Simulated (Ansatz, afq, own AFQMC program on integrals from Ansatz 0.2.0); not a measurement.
Integrals from Ansatz 0.2.0, then the random walk in our own AFQMC program (afq).

```yaml
crystal:
  periodic: [false, false, false]
  atoms:
    - {symbol: Zr, position_ang: [0.000000, 0.000000, 0.000000]}
    - {symbol: S, position_ang: [0.000000, 0.000000, 2.143378]}
basis:
  gaussian: {orbitals: def2-TZVPP}
magnetization: {spin_polarized: true, initial_magnetization: 2}
correlation: {method: ccsd_t, electrons: outside_noble_gas, hamiltonian_folder: ham}
```

```sh
$ ansatz run in.yaml --threads 1 --pin off --events-out ev --progress --plain --max-ram 16896MiB --backend cuda --devices 0, --max-vram 18GiB
```

afq runs on the folder ham with

```
--method phaseless --trial cisd --walkers 600 --populations 10 --least-time 60 --time-step 0.005 --steps-per-block 50 --equilibration-blocks 40 --max-blocks 4000 --target-error 0.00019 --factor-cut 1e-05 --start spin_pure --seed 306 --release-times 0.24,0.6,1.2,2,3,4.2 --release-step 0.04 --release-every 3 --taylor-order 6
```

Times are imaginary, in 1/Eh. The walk had a cap of 312 s. With eight or more populations the least sampling time is a fifth of least-time, and the error comes from their spread. Core potentials past Kr, no spin–orbit coupling.

afq prints:

```
orbitals 89  electrons 6 4  factors 609 of 615
reference energy -444.06689757 Eh
CCSD correlation -0.25477286 Eh in 16 cycles, weight of the determinant in the CISD state 0.8502
energy of the start -444.320235 Eh
 block  time / (1/Eh)  mean weight  energy / Eh
     1     0.250  1.0004  -444.318679
     2     0.500  0.9997  -444.322470
     3     0.750  0.9995  -444.329323
     4     1.000  1.0001  -444.330792
     5     1.250  0.9992  -444.331329
    10     2.500  1.0002  -444.338520
    71    17.750  0.9997  -444.344553
   141    35.250  1.0008  -444.342898
   211    52.750  1.0001  -444.344764
   281    70.250  1.0008  -444.342034
   351    87.750  1.0003  -444.337022
   393    98.250  1.0005  -444.334720
   421   105.250  1.0002  -444.340684
   491   122.750  1.0010  -444.340874
   561   140.250  0.9999  -444.345092
error from the spread of 10 populations
released: time / (1/Eh)  energy / Eh  error  mean overlap
  0.24  -444.341528  0.000226  0.9977
  0.60  -444.341908  0.000221  0.9942
  1.20  -444.342323  0.000128  0.9890
  2.00  -444.342500  0.000180  0.9877
  3.00  -444.342946  0.000495  0.9841
  4.20  -444.342864  0.001069  0.9695
energy -444.340940 +/- 0.000214 Eh
(rows thinned)
```

The run passed its tests (sampling time, drift between the halves within three errors, error under three times the target), which doesn't prove that it has relaxed, ending at its cap on processor time.

Against this walk (error 5.8 meV) on the same determinant: CCSD(T) 8.1 meV lower (within the noise). The error is statistical and leaves out the bias of the constraint. None of these is a sure reference here. The released energies are still falling (meV from the phaseless value at times in 1/Eh: -26 ± 6 at 0.60, -38 ± 3 at 1.20, -42 ± 5 at 2.00, -55 ± 13 at 3.00, -52 ± 29 at 4.20), so they give no level; they do show a bias of the constraint, and the last of them that isn't too noisy lies 34 meV below CCSD(T).

Cautions: constraint bias not in the error; error above the target (5.8 against 5.2 meV); no spin-orbit coupling; outer-core shells of the metal frozen; another spin lies lower; (T) is large, 8 % of the CCSD correlation.

The walk took 5.2 min on 1 × NVIDIA H100 80GB HBM3 with 2 threads of AMD EPYC 7R13 Processor (Zen 3), on a shared host (the card was shared). The log's last line is the phaseless energy.

A walk keeps the symmetry of its determinant, which the program's search chose and which needn't be the lowest solution, so a lower state of the same spin and another symmetry isn't excluded.
